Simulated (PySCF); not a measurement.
**AlH under electron impact: the energy ladder**

CCSD(T) in PySCF with def2-TZVPPD on every atom, for the lowest determinant that a PBE0 search found; no spin–orbit coupling.

```csv
species,state (unpaired electrons),Re (Å),ωe (cm⁻¹),energy of the minimum from the neutral (eV),De (eV),dissociates to
AlH,singlet (closed shell),1.652,1678,0.00,3.15,Al + H
AlH⁺,doublet (σ ↑),1.610,1675,8.25,0.83,Al⁺ + H
```

Problem. Work out the lowest energy to break AlH into atoms, from its vibrational ground state.

Solution. D0 = De − ωe/2 = 3.15 − 0.10 = 3.05 eV (CCSD(T)/def2-TZVPPD).

Problem. Work out the ionisation energy of the Al atom at this level and the threshold of dissociative ionisation.

Solution. IE(Al) = 8.25 + 0.83 − 3.15 = 5.93 eV, so Al⁺ + H + e⁻ appears at D0 + IE(Al) = 8.98 eV (CCSD(T)/def2-TZVPPD). The measured IE(Al) is 5.986 eV (NIST ASD).

These are thermodynamic thresholds; the onsets seen under electron impact lie higher where the geometry changes, and cross-sections peak well above them.

Correlated steps freeze 5 core orbitals. For an ion De counts to the pair picked by the measured ionisation energies or electron affinities, which need not be the lowest pair at this level. Where the molecule has an RHF reference, its open-shell atoms are computed with UHF. States were picked by a PBE0 search and need not be the measured ground states.
